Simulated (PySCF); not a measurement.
# HS− (hydrosulfide) at SVWN5/6-31G(d) (spherical functions)

What is the energy change on altering one bond length of HS− (hydrosulfide) at SVWN5/6-31G* (spherical functions)? The job is set up through a Python script.

The results are computed with PySCF 2.14.0.

9 further runs of the same task are left out: 9 set aside as unsound or not needed.

### 1 Starting point

The species is HS− (2 atoms), meant as a singlet with charge -1. SMILES: `[SH-]`. The coordinates come from a PBE0-D4/def2-TZVPD relaxation.

Bond lengths: S1–H2 1.346 Å.

### 2 A single-point energy at SVWN5/6-31G(d) (spherical functions)

calc.py reads:

```python
# [SH-]
from pyscf import gto, dft

molecule = gto.M(
    atom=[
    ('S', (0.574700, -0.187900, 0.295500)),
    ('H', (-0.574700, 0.187900, -0.295500)),
],
    charge=-1,
    verbose=4,
    max_memory=1860,
    basis='6-31g*',
    spin=0,
)

calc0 = dft.RKS(molecule)
calc0.xc = 'svwn'
calc0.grids.level = 5
calc0.conv_tol = 1e-10
calc0.kernel()
if not calc0.converged:
    calc0 = calc0.newton().run(calc0.mo_coeff, calc0.mo_occ)

energy = calc0.e_tot
print('Final energy', energy)
```

On the command line:

```
$ OMP_NUM_THREADS=1 python calc.py
```

Standard output:

```text
PySCF version 2.14.0

[INPUT] num. atoms = 2
[INPUT] num. electrons = 18
[INPUT] charge = -1
[INPUT] spin (= nelec alpha-beta = 2S) = 0
[INPUT] symmetry False subgroup None
[INPUT] Mole.unit = angstrom
[INPUT] Symbol           X                Y                Z      unit          X                Y                Z       unit  Magmom
[INPUT]  1 S      0.574700000000  -0.187900000000   0.295500000000 AA    1.086025603788  -0.355079538806   0.558414069809 Bohr   0.0
[INPUT]  2 H     -0.574700000000   0.187900000000  -0.295500000000 AA   -1.086025603788   0.355079538806  -0.558414069809 Bohr   0.0

nuclear repulsion = 6.29052254661568
number of shells = 10
number of NR pGTOs = 55
number of NR cGTOs = 20
basis = 6-31g*
ecp = {}

******** <class 'pyscf.dft.rks.RKS'> ********
method = RKS
initial guess = minao
damping factor = 0
level_shift factor = 0
DIIS = <class 'pyscf.scf.diis.CDIIS'>
diis_start_cycle = 1
diis_space = 8
diis_damp = 0
SCF conv_tol = 1e-10
SCF conv_tol_grad = None
SCF max_cycles = 50
direct_scf = True
direct_scf_tol = 1e-13
XC library pyscf.dft.libxc version 7.0.0
    S. Lehtola, C. Steigemann, M. J.T. Oliveira, and M. A.L. Marques.,  SoftwareX 7, 1–5 (2018)
XC functionals = svwn
    P. A. M. Dirac.,  Math. Proc. Cambridge Philos. Soc. 26, 376 (1930)
    F. Bloch.,  Z. Phys. 57, 545 (1929)
    S. H. Vosko, L. Wilk, and M. Nusair.,  Can. J. Phys. 58, 1200 (1980)
radial grids:
    Treutler-Ahlrichs [JCP 102, 346 (1995); DOI:10.1063/1.469408] (M4) radial grids

becke partition: Becke, JCP 88, 2547 (1988); DOI:10.1063/1.454033
pruning grids: <function nwchem_prune>
grids dens level: 5
symmetrized grids: False
atomic radii adjust function: <function treutler_atomic_radii_adjust>
small_rho_cutoff = 0
Set gradient conv threshold to 1e-05
Initial guess from minao.
tot grids = 66592
init E= -397.274663589284
  HOMO = -0.271897538587324  LUMO = 0.000193592933702247  gap/eV = 7.40398
cycle= 1 E= -397.315286027462  delta_E= -0.0406  |g|= 0.446  |ddm|= 1.22
  HOMO = 0.183570660919158  LUMO = 0.341189701081691  gap/eV = 4.28903
cycle= 2 E= -397.256468527181  delta_E= 0.0588  |g|= 0.623  |ddm|= 1.88
  HOMO = 0.0840671436920148  LUMO = 0.285417868780993  gap/eV = 5.47903
cycle= 3 E= -397.394494274469  delta_E= -0.138  |g|= 0.0175  |ddm|=  1.1
  HOMO = 0.079953347719922  LUMO = 0.281040405812435  gap/eV = 5.47186
cycle= 4 E= -397.394569243949  delta_E= -7.5e-05  |g|= 0.0108  |ddm|= 0.0493
  HOMO = 0.080161423384443  LUMO = 0.28175349769545  gap/eV = 5.48560
cycle= 5 E= -397.394614117274  delta_E= -4.49e-05  |g|= 0.000567  |ddm|= 0.019
  HOMO = 0.0801097805689233  LUMO = 0.281757895850774  gap/eV = 5.48712
cycle= 6 E= -397.39461426712  delta_E= -1.5e-07  |g|= 6.47e-05  |ddm|= 0.00138
  HOMO = 0.0800949333979415  LUMO = 0.28173773628263  gap/eV = 5.48698
cycle= 7 E= -397.39461426881  delta_E= -1.69e-09  |g|= 7.39e-06  |ddm|= 0.000129
  HOMO = 0.0800941160036952  LUMO = 0.281738576076492  gap/eV = 5.48703
cycle= 8 E= -397.394614268832  delta_E= -2.15e-11  |g|= 3.69e-07  |ddm|= 1.08e-05
  HOMO = 0.0800939647856585  LUMO = 0.281738503920583  gap/eV = 5.48703
Extra cycle  E= -397.394614268832  delta_E= 2.27e-13  |g|= 5.13e-07  |ddm|= 1.62e-06
converged SCF energy = -397.394614268832
Final energy -397.39461426883173
```

Wall time 1.2 s (1 thread of Arm Neoverse V1, shared host); peak memory 0.13 GiB.

### 3 The distorted shape, same level

geometry.xyz reads:

```xyz
2
HS
S      1.149442    -0.375814     0.591022
H     -0.574700     0.187900    -0.295500
```

job.py reads:

```python
from pyscf import gto, dft

mol = gto.Mole()
mol.atom = 'geometry.xyz'
mol.charge = -1
mol.basis = '6-31g*'
mol.verbose = 3
mol.spin = 0
mol.max_memory = 1860
mol.build()

ks = dft.RKS(mol, xc='svwn')
ks.conv_tol = 1e-10
ks.grids.level = 5
ks.kernel()
if not ks.converged:
    ks = ks.newton().run(ks.mo_coeff, ks.mo_occ)

e_tot = ks.e_tot
print('E = %.10f Eh' % e_tot)
```

On the command line:

```
$ OMP_NUM_THREADS=1 python job.py
```

Standard output:

```text
converged SCF energy = -397.328559509712
E = -397.3285595097 Eh
```

Run time: 1.1 s. Hardware: 1 thread of Arm Neoverse V1, shared host; peak memory 0.13 GiB.

### 4 Summary of results

Level: SVWN5/6-31G* (spherical functions).

| quantity | value |
| --- | --- |
| first shape: total energy | -397.39461 Eh |
| first shape: HOMO energy | 2.18 eV |
| first shape: LUMO energy | 7.67 eV |
| first shape: HOMO–LUMO gap (to an unbound level, set by the basis) | 5.49 eV |
| distorted shape: total energy | -397.32856 Eh |
| distorted shape: HOMO energy | 1.87 eV |
| distorted shape: LUMO energy | 3.52 eV |
| distorted shape: HOMO–LUMO gap (to an unbound level, set by the basis) | 1.66 eV |
| energy change with the S1–H2 bond stretched from 1.346 to 2.019 Å | 1.797 eV |

With the S1–H2 bond stretched from 1.346 to 2.019 Å the energy rises by 1.80 eV (173 kJ/mol). The first shape isn't relaxed at this level, so the change isn't measured from a minimum. The HOMO (first shape) lies at positive energy, 2.18 eV, as semi-local functionals often give for anions; only total energies tell whether the electron is bound. The HOMO (distorted shape) lies at positive energy, 1.87 eV, as semi-local functionals often give for anions; only total energies tell whether the electron is bound.
